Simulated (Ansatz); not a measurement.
## MoH⁺, triplet: the ladder up to full CI

Geometry: a point of a stretch scan, not a stationary point.

```json
{"atom": "Mo", "x (Å)": "0.0000", "y (Å)": "0.0000", "z (Å)": "0.0000"}
{"atom": "H", "x (Å)": "0.0000", "y (Å)": "0.0000", "z (Å)": "1.5000"}
```

Basis def2-SVP with its core potentials; Ansatz 0.2.0. Correlated methods freeze the noble-gas cores, which leaves 6 electrons in 32 orbitals. Prefix R: restricted or restricted open-shell reference; prefix U: unrestricted. Active spaces: pair = (4e, 4o) about the gap; valence = (6e, 7o) chosen from the atoms' valence shells. No spin–orbit coupling is included; scalar relativity enters through the core potentials alone. The metal's outer-core shells are frozen, which leaves out core–valence correlation.

Full CI is exact within this basis and frozen core; it isn't the basis-set limit. The frozen core follows each run's orbitals, which can shift R against U totals by a few meV for light atoms and by up to 0.1 eV past Ca.

For open shells CISD is restricted-active-space CI with the open shells as a complete middle space.

```
UHF ⟨S²⟩                          : 3.013
T1 diagnostic (RCCSD)             : 0.0277
largest doubles amplitude (RCCSD) : 0.094
```

```
    level  E − E(full CI) (kcal/mol)  share of correlation (%)  wall time
      RHF                      66.19                      0.00          –
     RMP2                      17.20                     74.02          –
     CISD                       6.94                     89.52      2.4 s
    RCCSD                       4.84                     92.69          –
 RCCSD(T)                       2.53                     96.18      8.5 s
   RCCSDT                       0.49                     99.26          –
RCCSDT(Q)                       0.16                     99.76       25 s
```

The correlation energy at full CI, counted from RHF, is -2.870 eV. That run took 3.5 min on 1 thread of Arm Neoverse V1, shared host over 6,146,076 determinants.

Run but not shown, since their state or frozen core can't be matched to the reference's or they repeat it: UHF, UMP2, UCCSD, UCCSD(T), UCCSDT, UCCSDT(Q), CASSCF (pair space), NEVPT2 (pair space), CASSCF (valence space), NEVPT2 (valence space), MRCISD (valence space), MRCISD+Q (valence space).

Times hold each run's SCF and search for its determinant on a shared host, so for small cases they say little of a method's own cost; they ran on 1 thread of Arm Neoverse V1.

Unrestricted levels hold only the spin's projection, and here they fall towards a lower state of higher spin.

The full-CI state has the irrep A2 of C2v, in the program's axes (one component, if the state is degenerate).

Natural occupations of full CI about the gap: 1.937 1.559 0.988 0.988 0.260 0.171 0.035 0.008 0.008 0.008; effectively unpaired electrons, Σ n²(2−n)², 2.80. No single determinant describes this state well, so single-reference rows can miss without a flag.
